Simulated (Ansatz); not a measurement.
# H2S2: how energies converge with the basis set

Aim: see how fast density functionals and correlated methods converge with the basis set for H2S2.

Computed with Ansatz 0.2.0, Gaussian basis. Level: one geometry, several basis sets.

The runs, in order: PBE0-D4/def2-SVP; ωB97M-V/def2-SVP; PBE0-D4/def2-QZVPP; ωB97M-V/def2-QZVPP; CCSD(T)/cc-pV(D+d)Z; CCSD(T)/cc-pV(T+d)Z; CCSD(T)/cc-pV(Q+d)Z; the functionals' def2-TZVPP values are taken from earlier runs.

### Step 1. Structure used throughout

The geometry comes from an earlier relaxation with PBE0-D4 in a triple-zeta def2 set; it is a stationary point.

SMILES `SS`, 4 atoms, charge 0, spin multiplicity 1.

Atoms are counted from 1 here; the program's logs count them from 0.

Bond lengths: S1–S2 2.046 Å, S1–H3 1.347 Å, S2–H4 1.347 Å. Angles: S2–S1–H3 98.6°, S1–S2–H4 98.6°.

### Step 2. PBE0-D4 in def2-SVP

The input, in.yaml:

```yaml
crystal:
  periodic: [false, false, false]
  atoms:
    - {symbol: S, position_ang: [0.796772, -0.805645, 0.162097]}
    - {symbol: S, position_ang: [0.076537, 1.106367, 0.060903]}
    - {symbol: H, position_ang: [-0.213907, -1.366250, 0.853830]}
    - {symbol: H, position_ang: [-0.603901, 1.005228, -1.097129]}
basis:
  gaussian: {orbitals: def2-SVP}
hamiltonian: {xc: pbe0, dispersion: d4}
output: {orbitals: {seedname: orbitals}}
```

The run is started by

```bash
ansatz run in.yaml --threads 2 --pin off --events-out ev --progress --plain --max-ram 32768MiB --backend cpu
```

Standard output:

```text
Functional definition: PBE0
  name "PBE0"
  cite "Adamo & Barone, J. Chem. Phys. 110, 6158 (1999) doi:10.1063/1.478522"
  cite "Perdew, Burke & Ernzerhof, Phys. Rev. Lett. 77, 3865 (1996) doi:10.1103/PhysRevLett.77.3865"
  parent pbe
  parameter a = 0.25
  parameter kappa = 0.804
  parameter beta = 0.06672455060314922
  exchange = (1 - a)*pbe_x(kappa = kappa, mu = beta*pi^2/3) + a*exact_x
  correlation = pbe_c(beta = beta)
430 factors; integrals over basis functions are off by at most 9.5e-4 eV
mean field evaluation 1: about -21688.5405 eV, gradient 7.0e0 eV
mean field evaluation 2: about -21688.6524 eV, gradient 3.8e0 eV
mean field evaluation 4: about -21688.6891 eV, gradient 3.1e-1 eV
mean field evaluation 8: about -21688.7367 eV, gradient 1.0e-2 eV
mean field -21688.73670842 eV, -797.0463728806 hartree, gradient 1.6e-5 eV, S^2 0.000000; 0 other end points of the search recorded, 0 dependent functions left out
reference -21688.73672378 eV, -797.0463734453 hartree; 17, 17 occupied and 29, 29 virtual orbitals, 430 factors
Total energy: -21688.79088076 eV, -797.0483636774 hartree
```

It took 0.4 s on 2 threads of AMD EPYC 7R13, shared host.

### Step 3. ωB97M-V in def2-SVP

Changes to in.yaml since step 2:

```diff
@@ -9,3 +9,3 @@
   gaussian: {orbitals: def2-SVP}
-hamiltonian: {xc: pbe0, dispersion: d4}
+hamiltonian: {xc: {name: wB97M-V}}
 output: {orbitals: {seedname: orbitals}}
```

Launched as before.

Standard output, shortened:

```text
Functional definition: wB97M-V
  name "wB97M-V"
  cite "Mardirossian & Head-Gordon, J. Chem. Phys. 144, 214110 (2016) doi:10.1063/1.4952647"
  cite "Becke, J. Chem. Phys. 107, 8554 (1997) doi:10.1063/1.475007"
  cite "Vydrov & Van Voorhis, J. Chem. Phys. 133, 244103 (2010) doi:10.1063/1.3521275"
  # Of w^i u^j: cxij and so on, Table III.
[...]
  gx(w, u) = 1 - cx + cx01*u + cx10*w
  gss(w, u) = css00 + css04*u^4 + css10*w + css20*w^2 + css43*w^4*u^3
  gos(w, u) = cos00 + cos10*w + (cos20 + cos21*u)*w^2 + (cos60 + cos61*u)*w^6
[...]
      + integral(e_c_pw_mod_opposite_spin*gos(b97_w_opposite, b97_u_opposite)) + vv10(b, c)
430 factors; integrals over basis functions are off by at most 9.5e-4 eV
143 factors; integrals over basis functions are off by at most 9.4e-6 eV
[...]
mean field -21695.02163021 eV, -797.2773394964 hartree, gradient 6.0e-5 eV, S^2 0.000000; 0 other end points of the search recorded, 0 dependent functions left out
reference -21695.02165637 eV, -797.2773404578 hartree; 17, 17 occupied and 29, 29 virtual orbitals, 430 factors
Total energy: -21695.02165637 eV, -797.2773404578 hartree
```

Wall time 1.4 s (2 threads of AMD EPYC 7R13, shared host).

### Step 4. PBE0-D4 in def2-QZVPP

Changes to in.yaml since step 3:

```diff
@@ -8,4 +8,4 @@
 basis:
-  gaussian: {orbitals: def2-SVP}
-hamiltonian: {xc: {name: wB97M-V}}
+  gaussian: {orbitals: "def2-QZVPP.json"}
+hamiltonian: {xc: pbe0, dispersion: d4}
 output: {orbitals: {seedname: orbitals}}
```

The command is unchanged.

Standard output:

```text
Functional definition: PBE0
  name "PBE0"
  cite "Adamo & Barone, J. Chem. Phys. 110, 6158 (1999) doi:10.1063/1.478522"
  cite "Perdew, Burke & Ernzerhof, Phys. Rev. Lett. 77, 3865 (1996) doi:10.1103/PhysRevLett.77.3865"
  parent pbe
  parameter a = 0.25
  parameter kappa = 0.804
  parameter beta = 0.06672455060314922
  exchange = (1 - a)*pbe_x(kappa = kappa, mu = beta*pi^2/3) + a*exact_x
  correlation = pbe_c(beta = beta)
876 factors; their error is unknown
mean field evaluation 1: about -21696.8588 eV, gradient 1.1e1 eV
mean field evaluation 2: about -21697.0394 eV, gradient 8.6e0 eV
mean field evaluation 4: about -21697.1831 eV, gradient 5.7e-1 eV
mean field evaluation 8: about -21697.2070 eV, gradient 2.4e-3 eV
mean field -21697.20703749 eV, -797.3576517327 hartree, gradient 5.1e-5 eV, S^2 0.000000; 0 other end points of the search recorded, 0 dependent functions left out
reference -21697.20706336 eV, -797.3576526832 hartree; 17, 17 occupied and 183, 183 virtual orbitals, 876 factors
Total energy: -21697.26122033 eV, -797.3596429152 hartree
```

Wall time 1.8 s (2 threads of AMD EPYC 7R13, shared host); peak memory 0.4 GiB.

### Step 5. ωB97M-V in def2-QZVPP

Changes to in.yaml since step 4:

```diff
@@ -9,3 +9,3 @@
   gaussian: {orbitals: "def2-QZVPP.json"}
-hamiltonian: {xc: pbe0, dispersion: d4}
+hamiltonian: {xc: {name: wB97M-V}}
 output: {orbitals: {seedname: orbitals}}
```

Launched as before.

Standard output, shortened:

```text
Functional definition: wB97M-V
  name "wB97M-V"
  cite "Mardirossian & Head-Gordon, J. Chem. Phys. 144, 214110 (2016) doi:10.1063/1.4952647"
  cite "Becke, J. Chem. Phys. 107, 8554 (1997) doi:10.1063/1.475007"
  cite "Vydrov & Van Voorhis, J. Chem. Phys. 133, 244103 (2010) doi:10.1063/1.3521275"
  # Of w^i u^j: cxij and so on, Table III.
[...]
  gx(w, u) = 1 - cx + cx01*u + cx10*w
  gss(w, u) = css00 + css04*u^4 + css10*w + css20*w^2 + css43*w^4*u^3
  gos(w, u) = cos00 + cos10*w + (cos20 + cos21*u)*w^2 + (cos60 + cos61*u)*w^6
[...]
      + integral(e_c_pw_mod_opposite_spin*gos(b97_w_opposite, b97_u_opposite)) + vv10(b, c)
820 factors; their error is unknown
156 factors; integrals over basis functions are off by at most 3.9e-5 eV
[...]
mean field -21703.41583720 eV, -797.5858209136 hartree, gradient 8.2e-5 eV, S^2 0.000000; 0 other end points of the search recorded, 0 dependent functions left out
reference -21703.41587731 eV, -797.5858223875 hartree; 17, 17 occupied and 183, 183 virtual orbitals, 820 factors
Total energy: -21703.41587731 eV, -797.5858223875 hartree
```

It took 4.3 s on 2 threads of AMD EPYC 7R13, shared host; peak memory 0.46 GiB.

### Step 6. Functionals by basis

The def2-TZVPP values come from earlier runs at the same geometry.

```tsv
functional	basis	functions	energy (eV)	from the largest (eV)	HOMO (eV)	LUMO (eV)
PBE0-D4	def2-SVP	46	-21688.7909	8.470	-7.39	-0.51
PBE0-D4	def2-TZVPP	112	-21696.5836	0.678	-7.52	-0.89
PBE0-D4	def2-QZVPP	200	-21697.2612	0.000	-7.57	-1.03
ωB97M-V	def2-SVP	46	-21695.0217	8.394	-9.55	1.79
ωB97M-V	def2-TZVPP	112	-21702.7662	0.650	-9.70	1.22
ωB97M-V	def2-QZVPP	200	-21703.4159	0.000	-9.76	0.91
```

### Step 7. CCSD(T) in cc-pV(D+d)Z

Changes to in.yaml since step 5:

```diff
@@ -8,4 +8,3 @@
 basis:
-  gaussian: {orbitals: "def2-QZVPP.json"}
-hamiltonian: {xc: {name: wB97M-V}}
-output: {orbitals: {seedname: orbitals}}
+  gaussian: {orbitals: "cc-pV(D+d)Z.json"}
+correlation: {method: ccsd_t}
```

Launched as before.

Standard output, shortened:

```text
Functional definition: HF
  name "HF"
  cite "Fock, Z. Phys. 61, 126 (1930) doi:10.1007/BF01340294"
  parent pbe
[...]
549 factors; integrals over basis functions are off by at most 9.8e-4 eV
[...]
mean field -21666.56689336 eV, -796.2316472045 hartree, gradient 3.0e-6 eV, S^2 0.000000; 0 other end points of the search recorded, 0 dependent functions left out
10 core orbitals not correlated: weight in the atoms' cores, before any rotation towards them, 1.000 or more for the frozen orbitals, at most 0.000 for the correlated occupied ones
reference -21666.56689336 eV, -796.2316472045 hartree; 7, 7 occupied and 39, 39 virtual orbitals, 549 factors
second order -7.37442379 eV of doubles, -0.00000000 eV of singles
cycle   1  -8.07527560 eV  change   -7.0e-1 eV  update   6.4e-2
[...]
cycle   9  -8.35786265 eV  change    3.6e-6 eV  update   7.2e-6
perturbative correction -0.23582805 eV, -0.0086665211 hartree
Total energy: -21675.16058406 eV, -796.5474595127 hartree
```

Run time: 0.65 s. Hardware: 2 threads of AMD EPYC 7R13, shared host.

### Step 8. CCSD(T) in cc-pV(T+d)Z

Changes to in.yaml since step 7:

```diff
@@ -8,3 +8,4 @@
 basis:
-  gaussian: {orbitals: "cc-pV(D+d)Z.json"}
+  gaussian: {orbitals: "cc-pV(T+d)Z.json"}
 correlation: {method: ccsd_t}
+output: {orbitals: {seedname: orbitals}}
```

Launched as before.

Standard output, shortened:

```text
Functional definition: HF
  name "HF"
  cite "Fock, Z. Phys. 61, 126 (1930) doi:10.1007/BF01340294"
  parent pbe
[...]
606 factors; integrals over basis functions are off by at most 9.1e-4 eV
[...]
mean field -21667.47740393 eV, -796.2651078509 hartree, gradient 3.6e-6 eV, S^2 0.000000; 0 other end points of the search recorded, 0 dependent functions left out
10 core orbitals not correlated: weight in the atoms' cores, before any rotation towards them, 1.000 or more for the frozen orbitals, at most 0.000 for the correlated occupied ones
reference -21667.47740393 eV, -796.2651078509 hartree; 7, 7 occupied and 89, 89 virtual orbitals, 606 factors
second order -9.71621065 eV of doubles, -0.00000000 eV of singles
cycle   1  -10.39613284 eV  change   -6.8e-1 eV  update   7.0e-2
[...]
cycle   9  -10.72521572 eV  change    7.1e-6 eV  update   1.5e-5
perturbative correction -0.48700488 eV, -0.0178970992 hartree
Total energy: -21678.68962453 eV, -796.6771493579 hartree
```

Run time: 2.8 s. Hardware: 2 threads of AMD EPYC 7R13, shared host; peak memory 0.36 GiB.

### Step 9. CCSD(T) in cc-pV(Q+d)Z

Changes to in.yaml since step 8:

```diff
@@ -8,4 +8,3 @@
 basis:
-  gaussian: {orbitals: "cc-pV(T+d)Z.json"}
+  gaussian: {orbitals: "cc-pV(Q+d)Z.json"}
 correlation: {method: ccsd_t}
-output: {orbitals: {seedname: orbitals}}
```

Launched as before.

Standard output, shortened:

```text
Functional definition: HF
  name "HF"
  cite "Fock, Z. Phys. 61, 126 (1930) doi:10.1007/BF01340294"
  parent pbe
[...]
1125 factors; integrals over basis functions are off by at most 5.7e-4 eV
[...]
mean field -21667.68288076 eV, -796.2726589848 hartree, gradient 3.3e-6 eV, S^2 0.000000; 0 other end points of the search recorded, 0 dependent functions left out
10 core orbitals not correlated: weight in the atoms' cores, before any rotation towards them, 1.000 or more for the frozen orbitals, at most 0.000 for the correlated occupied ones
reference -21667.68288076 eV, -796.2726589848 hartree; 7, 7 occupied and 171, 171 virtual orbitals, 1125 factors
second order -10.58099335 eV of doubles, -0.00000000 eV of singles
cycle   1  -11.14151751 eV  change   -5.6e-1 eV  update   7.0e-2
[...]
cycle   9  -11.47093564 eV  change    1.6e-6 eV  update   1.7e-5
perturbative correction -0.56978766 eV, -0.0209393105 hartree
Total energy: -21679.72360406 eV, -796.7151474046 hartree
```

It took 19 s on 2 threads of AMD EPYC 7R13, shared host; peak memory 1.8 GiB.

Energy pieces by basis (eV):

```tsv
basis	HF	MP2 correlation	CCSD correlation	(T)	total
cc-pV(D+d)Z	-21666.5669	-7.3744	-8.3579	-0.2358	-21675.1606
cc-pV(T+d)Z	-21667.4774	-9.7162	-10.7252	-0.4870	-21678.6896
cc-pV(Q+d)Z	-21667.6829	-10.5810	-11.4709	-0.5698	-21679.7236
```

### Step 10. The basis-set limit

No new run: Hartree-Fock is extrapolated as exp(−5.46√X) and correlation as X^−3.05, with X = 3 and 4.

```tsv
level	energy at the limit (eV)
HF	-21667.7448
MP2	-21678.9414
CCSD	-21679.7466
CCSD(T)	-21680.3753
```

```tsv
basis	HF above its limit (eV)	share of the MP2 correlation limit (%)
cc-pV(D+d)Z	1.178	65.9
cc-pV(T+d)Z	0.267	86.8
cc-pV(Q+d)Z	0.062	94.5
```

### Step 11. Outcome

| quantity | value |
| --- | --- |
| MP2 correlation recovered, cc-pV(D+d)Z | 65.9 % |
| MP2 correlation recovered, cc-pV(T+d)Z | 86.8 % |
| MP2 correlation recovered, cc-pV(Q+d)Z | 94.5 % |
| CCSD(T) limit from def2 sets (earlier runs) less the limit of this series | -117 meV |
| PBE0-D4: double and triple zeta above quadruple | 8.47, 0.68 eV |
| ωB97M-V: double and triple zeta above quadruple | 8.39, 0.65 eV |

What this shows: For PBE0-D4 the step from double to triple zeta gains 7.79 eV and the next only 0.68 eV. In cc-pV(D+d)Z MP2 holds 66 % of its limit, in cc-pV(Q+d)Z 95 %, while Hartree-Fock is within 0.062 eV in the largest set. A limit from the def2 sets, made apart, differs by 117 meV, a least measure of the doubt on such a limit. These are total energies; as a rule much of such shifts cancels in differences, which this series doesn't test. The LUMO of ωB97M-V is positive and keeps falling with the basis (1.79 to 0.91 eV): an unbound level that the basis holds in place.

For PBE0-D4 the largest set took about 4 times as long as the smallest (1.8 s against 0.4 s).
